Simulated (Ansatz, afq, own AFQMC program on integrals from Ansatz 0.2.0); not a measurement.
Integrals from Ansatz 0.2.0, then the random walk in our own AFQMC program (afq).

```yaml
crystal:
  periodic: [false, false, false]
  atoms:
    - {symbol: B, position_ang: [0.000000, 0.000000, 0.945676]}
    - {symbol: N, position_ang: [0.000000, 0.000000, -0.569324]}
    - {symbol: H, position_ang: [0.000000, 0.850874, -1.115818]}
    - {symbol: H, position_ang: [0.000000, -0.850874, -1.115818]}
basis:
  gaussian: {orbitals: cc-pVDZ}
magnetization: {spin_polarized: false}
correlation: {method: ccsd_t, electrons: outside_noble_gas, hamiltonian_folder: ham}
```

```sh
$ ansatz run in.yaml --threads 1 --pin off --events-out ev --progress --plain --max-ram 1382MiB
```

Options of the walk:

```
--method phaseless --trial cisd --walkers 70 --populations 1 --least-time 40 --time-step 0.005 --steps-per-block 50 --equilibration-blocks 28 --max-blocks 300 --target-error 0.00038 --factor-cut 1e-05 --seed 3947 --release-times 0.24,0.51,0.99,1.62,2.4 --release-step 0.03 --release-every 4 --taylor-order 6
```

Times are imaginary, in 1/Eh. The walk had a cap of 536 s.

Log:

```
orbitals 36  electrons 5 5  factors 277 of 355
reference energy -80.23735824 Eh
CCSD correlation -0.26305120 Eh in 11 cycles, weight of the determinant in the CISD state 0.8753
energy of the start -80.500409 Eh
 block  time / (1/Eh)  mean weight  energy / Eh
     1     0.250  0.9997  -80.498179
     2     0.500  0.9998  -80.499900
     3     0.750  1.0000  -80.502079
     4     1.000  1.0012  -80.506221
     5     1.250  1.0013  -80.503870
     9     2.250  0.9986  -80.507724
    33     8.250  1.0004  -80.503425
    65    16.250  1.0021  -80.516939
    97    24.250  1.0023  -80.517375
   129    32.250  1.0030  -80.521056
   161    40.250  0.9980  -80.502908
   193    48.250  1.0006  -80.507164
   225    56.250  1.0009  -80.515104
   257    64.250  0.9991  -80.515788
   265    66.250  0.9988  -80.553443
   289    72.250  1.0016  -80.506438
   321    80.250  0.9995  -80.508662
blocks merged  error / Eh  count
     1  0.000413  300
     2  0.000496  150
     4  0.000538  75
     8  0.000559  37
    16  0.000606  18
    32  0.000568  9
released: time / (1/Eh)  energy / Eh  error  mean overlap
  0.24  -80.510805  0.000632  0.9910
  0.51  -80.510904  0.000564  0.9819
  0.99  -80.510459  0.000533  0.9849
  1.62  -80.510535  0.000641  0.9873
  2.40  -80.510285  0.000666  0.9595
energy -80.510743 +/- 0.000606 Eh
(rows thinned)
```

The run passed its tests (sampling time, drift between the halves within three errors, error under three times the target), which doesn't prove that it has relaxed.

Against this walk (error 16.5 meV) on the same determinant: CCSD(T) 66.0 meV higher, CCSDT(Q) 26.4 meV higher (within the noise). The error is statistical and leaves out the bias of the constraint. Released to 2.40 1/Eh the energy moves by 12 ± 25 meV (both errors), within twice the noise.

Cautions: constraint bias not in the error; error above the target (16.5 against 10.3 meV); restricted determinant unstable towards unrestricted (UHF 56 meV lower, ⟨S²⟩ 0.28).

The walk took 4.1 min on 1 thread of Arm Neoverse V1, with other jobs on the host. The log's last line is the phaseless energy.

CCSDT and higher add their correlation energy to the determinant of the CCSD(T) run, since their own runs factorise the integrals more tightly (a shift of under 2 meV). A walk keeps the symmetry of its determinant, which the program's search chose and which needn't be the lowest solution, so a lower state of the same spin and another symmetry isn't excluded.
